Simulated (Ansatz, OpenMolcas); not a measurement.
## Worked example: the enthalpy of formation of O3 (ozone)

O3 has 3 atoms, charge 0, and is taken as a singlet. As SMILES, `O=[O+][O-]`. The shape is that of a PBE0-D4/def2-TZVP optimisation.

```xyz
3

O     0.8487   -0.5359    0.4095
O    -0.2289   -0.3176   -0.1594
O    -0.6198    0.8535   -0.2501
```

Total energies at BLYP/def2-TZVPP (OpenMolcas 26.06); the atoms run unrestricted:

| species | state | energy (Eh) |
| --- | --- | --- |
| O3 | singlet | -225.522208 |
| O | triplet | -75.085142 |

Harmonic wavenumbers at B3LYP-D4/def2-TZVP, in cm⁻¹: 750, 1203, 1257.

Measured heats of formation of the gaseous atoms at 298.15 K, in kJ/mol: O 249.2. Spin-orbit lowering of the atoms at 298 K (mean of the ground term's levels less their thermal mean, from spectra), in kJ/mol: O 0.40. Take 1 Eh = 2625.50 kJ/mol, 1 cm⁻¹ = 0.0119627 kJ/mol, RT = 2.479 kJ/mol.

Problem. What heat of formation follows?

Solution. 
1. Electronic atomisation energy: 3 × (-75.085142) − (-225.522208) = 0.266782 Eh = 700.4 kJ/mol.
2. Zero-point energy: half the sum of the wavenumbers, 1605 cm⁻¹ = 19.2 kJ/mol.
3. Thermal vibrational enthalpy, Σ hcν̃/(exp(hcν̃/kT) − 1): 0.3 kJ/mol. Translation, rotation and pV of a non-linear molecule: 4 RT = 9.9 kJ/mol.
4. The 3 free atoms carry 5/2 RT each: 18.6 kJ/mol.
5. Spin-orbit coupling lowers the free atoms by 3 × 0.40 = 1.2 kJ/mol.
6. Atomisation enthalpy at 298 K: 700.4 − 1.2 − 19.2 − 0.3 − 9.9 + 18.6 = 688.4 kJ/mol.
7. Sum of the atoms' heats of formation: 747.6 kJ/mol. Heat of formation: 747.6 − 688.4 = +59.2 kJ/mol.

The tabulated value is +141.7 kJ/mol (Active Thermochemical Tables), so this level is off by -82.5 kJ/mol, or 13.6 % of the atomisation enthalpy. Gradient-corrected functionals often overbind somewhat. Anharmonicity and any spin-orbit splitting of the molecule are left out.
